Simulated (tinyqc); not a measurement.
G0W0 on RHF in the sto-6g basis, for H2O, spin multiplicity 1, step by step. One step of it, computed by the program tinyqc.

Task: G0W0 on Hartree-Fock: HOMO. W(p,q,m) = sqrt2 sum_ia (pq|ia) (X+Y)_ia,m; Sigma_c(x) = sum_(i,m) W^2/(x - e_i + w_m) + sum_(a,m) W^2/(x - e_a - w_m); solve x = e_p + Sigma_c(x) by Newton steps; Z = 1/(1 - dSigma/dx); 1 hartree = 27.211386 eV.

orbital energies (hartree): MO1 -20.501419, MO2 -1.303755, MO3 -0.645143, MO4 -0.467920, MO5 -0.402546, MO6 0.643526, MO7 0.788750

Two-electron integrals over orbitals (pq|rs), unique and non-zero (hartree):
```
(11|11) 4.760914    (21|11) -0.423115   (21|21) 0.061102    (22|11) 1.016812
(22|21) -0.013151   (22|22) 0.737115    (31|11) 0.011503    (31|21) -0.001333
(31|22) 0.001426    (31|31) 0.011630    (32|11) -0.003166   (32|21) 0.000769
(32|22) 0.007146    (32|31) 0.018209    (32|32) 0.147712    (33|11) 0.818124
(33|21) -0.004117   (33|22) 0.657879    (33|31) -0.000555   (33|32) -0.003711
(33|33) 0.648942    (41|11) 0.194804    (41|21) -0.024521   (41|22) 0.017583
(41|31) 0.000955    (41|32) 0.000046    (41|33) 0.006423    (41|41) 0.030330
(42|11) -0.125913   (42|21) 0.010185    (42|22) 0.012958    (42|31) -0.000062
(42|32) 0.000364    (42|33) 0.007166    (42|41) 0.018593    (42|42) 0.121229
(43|11) 0.011844    (43|21) -0.000546   (43|22) 0.003576    (43|31) -0.003849
(43|32) 0.016049    (43|33) 0.001848    (43|41) -0.000660   (43|42) -0.004810
(43|43) 0.046015    (44|11) 1.021613    (44|21) -0.014297   (44|22) 0.680937
(44|31) 0.000016    (44|32) -0.003282   (44|33) 0.611804    (44|41) -0.012287
(44|42) -0.104682   (44|43) 0.007210    (44|44) 0.806399    (51|51) 0.026738
(52|51) 0.032137    (52|52) 0.143595    (53|51) -0.000856   (53|52) -0.002792
(53|53) 0.029950    (54|51) -0.013823   (54|52) -0.047349   (54|53) 0.001761
(54|54) 0.057887    (55|11) 1.117075    (55|21) -0.011118   (55|22) 0.749298
(55|31) 0.000285    (55|32) -0.001312   (55|33) 0.640339    (55|41) 0.004803
(55|42) -0.064354   (55|43) 0.006474    (55|44) 0.739340    (55|55) 0.880663
(61|11) -0.260825   (61|21) 0.040647    (61|22) -0.001171   (61|31) -0.003333
(61|32) -0.003315   (61|33) 0.000326    (61|41) -0.003004   (61|42) 0.020426
(61|43) 0.000046    (61|44) -0.020050   (61|55) -0.006077   (61|61) 0.036381
(62|11) 0.325831    (62|21) -0.007673   (62|22) 0.145315    (62|31) -0.001759
(62|32) -0.008413   (62|33) 0.080016    (62|41) 0.019011    (62|42) 0.018651
(62|43) 0.006137    (62|44) 0.094663    (62|55) 0.161277    (62|61) 0.005643
(62|62) 0.103612    (63|11) -0.063954   (63|21) 0.001377    (63|22) -0.026818
(63|31) 0.003473    (63|32) -0.038232   (63|33) -0.016599   (63|41) -0.000197
(63|42) 0.012110    (63|43) -0.026100   (63|44) -0.026819   (63|55) -0.034031
(63|61) 0.000309    (63|62) -0.018780   (63|63) 0.071531    (64|11) 0.197883
(64|21) -0.001068   (64|22) 0.087091    (64|31) 0.001639    (64|32) 0.012712
(64|33) 0.040683    (64|41) 0.002256    (64|42) -0.026686   (64|43) 0.002650
(64|44) 0.114445    (64|55) 0.105146    (64|61) 0.000351    (64|62) 0.057849
(64|63) -0.020690   (64|64) 0.062404    (65|51) 0.016312    (65|52) 0.060038
(65|53) -0.005218   (65|54) -0.003651   (65|65) 0.039495    (66|11) 0.823948
(66|21) -0.007619   (66|22) 0.623411    (66|31) -0.002580   (66|32) -0.031025
(66|33) 0.582286    (66|41) 0.022061    (66|42) 0.059435    (66|43) -0.014421
(66|44) 0.555610    (66|55) 0.595787    (66|61) 0.007931    (66|62) 0.098051
(66|63) 0.011587    (66|64) 0.037798    (66|66) 0.615790    (71|11) 0.049916
(71|21) -0.008083   (71|22) -0.000639   (71|31) -0.015842   (71|32) -0.023311
(71|33) 0.001066    (71|41) 0.001120    (71|42) -0.003048   (71|43) 0.005676
(71|44) 0.003375    (71|55) 0.001123    (71|61) -0.003014   (71|62) 0.002299
(71|63) -0.004579   (71|64) -0.002232   (71|66) 0.003056    (71|71) 0.023377
(72|11) -0.065670   (72|21) 0.001403    (72|22) -0.028490   (72|31) -0.013504
(72|32) -0.034876   (72|33) -0.012876   (72|41) -0.002950   (72|42) 0.000627
(72|43) 0.034168    (72|44) -0.021516   (72|55) -0.031741   (72|61) 0.002385
(72|62) -0.009429   (72|63) -0.033095   (72|64) -0.013186   (72|66) -0.020876
(72|71) 0.017553    (72|72) 0.061894    (73|11) -0.354953   (73|21) 0.007419
(73|22) -0.128400   (73|31) -0.000244   (73|32) 0.010141    (73|33) -0.090562
(73|41) 0.001289    (73|42) 0.074661    (73|43) -0.001495   (73|44) -0.161648
(73|55) -0.182278   (73|61) 0.007157    (73|62) -0.075570   (73|63) 0.015037
(73|64) -0.068673   (73|66) -0.040217   (73|71) -0.001096   (73|72) 0.020787
(73|73) 0.147925    (74|11) -0.022696   (74|21) 0.000152    (74|22) -0.006859
(74|31) 0.010001    (74|32) 0.076728    (74|33) -0.007891   (74|41) -0.000712
(74|42) 0.000581    (74|43) -0.007252   (74|44) -0.013620   (74|55) -0.011558
(74|61) -0.002647   (74|62) -0.011739   (74|63) -0.038082   (74|64) 0.004246
(74|66) -0.023908   (74|71) -0.013363   (74|72) -0.014161   (74|73) 0.015565
(74|74) 0.067451    (75|51) -0.003088   (75|52) -0.011463   (75|53) -0.022977
(75|54) 0.001603    (75|65) -0.002891   (75|75) 0.024532    (76|11) 0.004330
(76|21) -0.000305   (76|22) -0.004966   (76|31) -0.009339   (76|32) -0.095693
(76|33) 0.008327    (76|41) -0.003079   (76|42) -0.010779   (76|43) -0.040089
(76|44) 0.011043    (76|55) 0.003358    (76|61) -0.000118   (76|62) -0.005152
(76|63) 0.057629    (76|64) -0.011865   (76|66) 0.029931    (76|71) 0.012242
(76|72) -0.010920   (76|73) -0.017955   (76|74) -0.052929   (76|76) 0.106258
(77|11) 0.878444    (77|21) -0.009183   (77|22) 0.632634    (77|31) 0.003773
(77|32) 0.034759    (77|33) 0.619225    (77|41) 0.004556    (77|42) -0.009744
(77|43) 0.015108    (77|44) 0.614670    (77|55) 0.629112    (77|61) -0.005818
(77|62) 0.071696    (77|63) -0.036555   (77|64) 0.040841    (77|66) 0.563706
(77|71) -0.003552   (77|72) -0.011142   (77|73) -0.084619   (77|74) 0.015325
(77|76) -0.028463   (77|77) 0.636920
```

excitation energies w (hartree): [1.122018, 1.185414, 1.239632, 1.320094, 1.475669, 1.675948, 2.176807, 2.233143, 21.217283, 21.337188]

X + Y:
```
            1          2          3          4          5          6          7          8
1>6  0.000000  -0.000294   0.000000   0.000406  -0.000302  -0.001461  -0.000844  -0.000106
1>7  0.000000   0.000405   0.000000   0.002092  -0.001045   0.000323  -0.002118  -0.002595
2>6  0.000000  -0.088162   0.000000   0.039239   0.026241   0.324193   0.780553  -0.440148
2>7  0.000000   0.025017   0.000000   0.087786   0.049239  -0.055878   0.495679   0.829873
3>6  0.000000   0.116080   0.000000   0.606661   0.721730   0.066586  -0.064735  -0.027035
3>7  0.000000   0.214998   0.000000  -0.104584  -0.053813   0.862404  -0.171985   0.148923
4>6  0.000000   0.940364   0.000000  -0.020027  -0.085647  -0.140425   0.071187  -0.058980
4>7  0.000000  -0.035216   0.000000   0.759865  -0.575241   0.041074  -0.028627  -0.005655
5>6  0.964518   0.000000  -0.042741   0.000000   0.000000   0.000000   0.000000   0.000000
5>7  0.047943   0.000000   0.979249   0.000000   0.000000   0.000000   0.000000   0.000000

             9         10
1>6   0.997036  -0.049949
1>7   0.050261   0.997639
2>6   0.000100   0.000035
2>7   0.000061   0.000323
3>6   0.000001  -0.000052
3>7   0.000091  -0.000018
4>6   0.000002  -0.000022
4>7  -0.000037  -0.000146
5>6   0.000000   0.000000
5>7   0.000000   0.000000
```

Give: The 12 largest terms at x = e_p; Newton steps; quasiparticle energy of the HOMO; Hartree-Fock value.

Result:

The 12 largest terms at x = e_p (hartree; W for the signs of X + Y given):
```
q  m       W       term
5  7   0.214      0.021
5  6  -0.171      0.017
5  8  -0.183      0.015
2  1   0.081   3.25e-03
5  2   0.058   2.85e-03
6  1   0.054  -1.33e-03
3  3  -0.032   6.70e-04
7  3   0.034  -4.80e-04
5  5  -0.020   2.83e-04
2  3  -0.020   1.78e-04
5  4  -0.013   1.21e-04
3  1  -0.009   5.51e-05
```

Newton steps (hartree):
```
step       x  Sigma_c(x)      Z
0     -0.403       0.059  0.969
1     -0.345       0.057  0.970
2     -0.345       0.057  0.970
```

quasiparticle energy of the HOMO = -9.393 eV

Hartree-Fock value = -10.954 eV
